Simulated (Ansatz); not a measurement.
Geometry optimisation, RKS PBE-D4/6-31G* (Ansatz).

The input (input.yaml):

```yaml
crystal:
  periodic: [false, false, false]
  atoms:
    - { symbol: O, position_ang: [-1.3476, 0.3705, 0.2396] }
    - { symbol: C, position_ang: [-0.0351, 0.3083, 0.1761] }
    - { symbol: C, position_ang: [0.72836, 1.25528, 0.69671] }
    - { symbol: F, position_ang: [0.30597, 2.30243, 1.31305] }
    - { symbol: F, position_ang: [2.10234, 1.14757, 0.56687] }
    - { symbol: H, position_ang: [-1.6274, 1.254, 0.6931] }
    - { symbol: H, position_ang: [0.38946, -0.56404, -0.34621] }
basis:
  gaussian: { orbitals: "6-31G*" }
hamiltonian:
  xc: pbe
  dispersion: d4
relax:
  f_tol: 0.015
  max_steps: 40
```

Run as:

```bash
$ ansatz run input.yaml --threads 1 --pin off --max-ram 2048MiB --backend cpu --events-out ev --progress --plain --runs-dir out
```

Where does it end, and by what steps?

The run converged. After 5 steps the energy has fallen by 0.318 eV; C3 moved furthest, 0.07 Å.

| step | energy less start (eV) | largest force component (eV/Å) | accepted |
| --- | --- | --- | --- |
| 0 | 0.0000 | 3.597 | yes |
| 1 | -0.2518 | 1.586 | yes |
| 2 | -0.3131 | 0.304 | yes |
| 3 | -0.3164 | 0.073 | yes |
| 4 | -0.3177 | 0.057 | yes |
| 5 | -0.3183 | 0.014 | yes |

```xyz
7
Properties=species:S:1:pos:R:3
O -1.408 0.372 0.226
C -0.037 0.312 0.163
C 0.790 1.235 0.672
F 0.343 2.337 1.310
F 2.123 1.189 0.617
H -1.641 1.199 0.700
H 0.347 -0.569 -0.349
```

Whether the end is a true minimum wasn't checked by a vibrational analysis.

Run time: 15 s on 1 thread of Arm Neoverse V1, on a shared host, peak memory 0.13 GiB.
